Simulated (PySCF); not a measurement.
Compound: hydrogen isocyanide, CHN.
Z-matrix (Å and degrees, PBE0-D3(BJ)/def2-TZVP geometry), rows numbered from 1:
```
C 
N   1  1.1634
H   2  0.9969  1  179.97
```

Computed with PySCF at wB97X-D/pcSseg-2, non-relativistic, on one gas-phase PBE0-D3(BJ)/def2-TZVP geometry that isn't relaxed in the solvent. The solvent is an IEF-PCM continuum (van der Waals radii × 1.2). The model holds no explicit solvent molecules, cavitation or dispersion.

Gas phase at wB97X-D/pcSseg-2: HOMO -11.22 eV, LUMO 2.16 eV, dipole 3.09 D.

What does the continuum do to the energy, the frontier levels and the dipole at wB97X-D/pcSseg-2 in chloroform?

```tsv
solvent	ε	E(solvent) − E(gas) (kcal/mol)	polarisation term (kcal/mol)	distortion of the solute (kcal/mol)	HOMO (eV)	LUMO (eV)	dipole (D)
chloroform	4.711	-4.53	-5.23	0.70	-11.38	2.20	3.65
```

Polarisation term: ½ Σ q·V over the induced surface charges. Distortion: the rise of the solute's own energy as its density leaves the gas-phase optimum.

Which radius a makes the point-dipole formula ΔE = −[(ε − 1)/(2ε + 1)]·μ²/a³ give the value in chloroform, with the gas-phase dipole?

μ = 1.217 au and |ΔE| = 0.00722 Eh give a = 2.21 Å; the farthest nucleus lies 1.11 Å from the centroid of the nuclei. The formula assumes a rigid point dipole at the centre of a sphere.

Note: wB97X-D ran without an empirical dispersion term, which enters the total energy and its gradient alone.
